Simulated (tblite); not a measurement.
Carbonyl fluoride, CF₂O.
InChI=1S/CF2O/c2-1(3)4

Method: GFN2-xTB as coded in tblite; computed harmonic values from a numerical Hessian at the method's own geometry, unscaled. This tight-binding method is rough: wavenumbers can miss measured ones by several per cent, in bad cases by 10 to 20.

Harmonic wavenumbers (cm⁻¹): 514.2, 563.4, 671.9, 940.8, 1084.5, 1979.6.

A = 11948, B = 11732, C = 5919 MHz; mass 65.992 u (most abundant isotopes); point group C2v, symmetry number 2.

Task: What is the zero-point energy?

Result: ½Σν̃ = 2877 cm⁻¹ = 8.23 kcal/mol.

Task: What is S at 400 K and 1 bar for an ideal gas of classical rigid rotors and harmonic oscillators?

Result: Translation 39.97, rotation 22.97, vibration 3.09: S = 66.0 cal/(mol K).

Task: And Cp and H(400 K) − H(0)?

Result: Cp = 13.68 cal/(mol K), of which vibrations give 5.73 (their classical limit is 6 R = 11.9); H(400 K) − H(0) = 4.05 kcal/mol without the zero-point energy, 0.87 from vibrations.

Task: What must be added to the electronic energy to get the Gibbs energy at 400 K and 1 bar?

Result: ZPE + [H(400 K) − H(0)] − T·S = 8.23 + 4.05 − 26.41 = -14.13 kcal/mol.

Task: Which modes carry the vibrational entropy at 400 K?

Result: 514.2 cm⁻¹: 1.03; 563.4 cm⁻¹: 0.89; 671.9 cm⁻¹: 0.66; 940.8 cm⁻¹: 0.30; 1084.5 cm⁻¹: 0.20; 1979.6 cm⁻¹: 0.01 cal/(mol K).

Task: How do the functions run with temperature in this model?

Result: 
| T (K) | S (cal/(mol K)) | Cp (cal/(mol K)) | H − H(0) (kcal/mol) | G − H(0) (kcal/mol) | ln q(vib) |
| --- | --- | --- | --- | --- | --- |
| 50 | 46.4 | 7.9 | 0.40 | -1.92 | 0.00 |
| 100 | 51.9 | 8.1 | 0.80 | -4.40 | 0.00 |
| 298.15 | 62.3 | 11.9 | 2.74 | -15.82 | 0.21 |
| 373.15 | 65.1 | 13.3 | 3.69 | -20.60 | 0.39 |
| 500 | 69.2 | 15.0 | 5.48 | -29.13 | 0.75 |
| 750 | 75.7 | 16.9 | 9.50 | -47.28 | 1.54 |
| 1000 | 80.7 | 18.0 | 13.87 | -66.86 | 2.31 |

q(vib) and H(0) count from the zero-point level.
